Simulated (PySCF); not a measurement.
## Working out the electron affinity of C

C⁻ [He] 2s2 2p3 (4S) → C [He] 2s2 2p2 (3P). Computed with PySCF 2.14 in aug-cc-pVTZ-DK, with the spin-free X2C one-electron Hamiltonian (Gaussian nucleus). Frozen: 1s2. Energies in hartree (1 hartree = 27.21139 eV):

```csv
part,C⁻ (lower),C (upper)
UHF,-37.723268,-37.706756
CCSD correlation,-0.113438,-0.087849
(T),-0.004746,-0.002172
```

**Question.** What does Hartree-Fock give?

**Answer.** (-37.706756) − (-37.723268) = 0.016512 hartree = 0.449 eV.

**Question.** What do CCSD and CCSD(T) give?

**Answer.** The CCSD correlation energies differ by 0.025589 hartree = 0.696 eV and the triples by 0.002574 hartree = 0.070 eV, so CCSD gives 1.145 eV and CCSD(T) 1.215 eV.

A first-order spin-orbit estimate adds -0.004 eV to CCSD(T) (valence), giving 1.211 eV against 1.262 eV (measured; photodetachment measurements, as compiled on the Wikipedia data page of electron affinities).

What remains against the reference includes basis incompleteness, the frozen core and higher excitations.
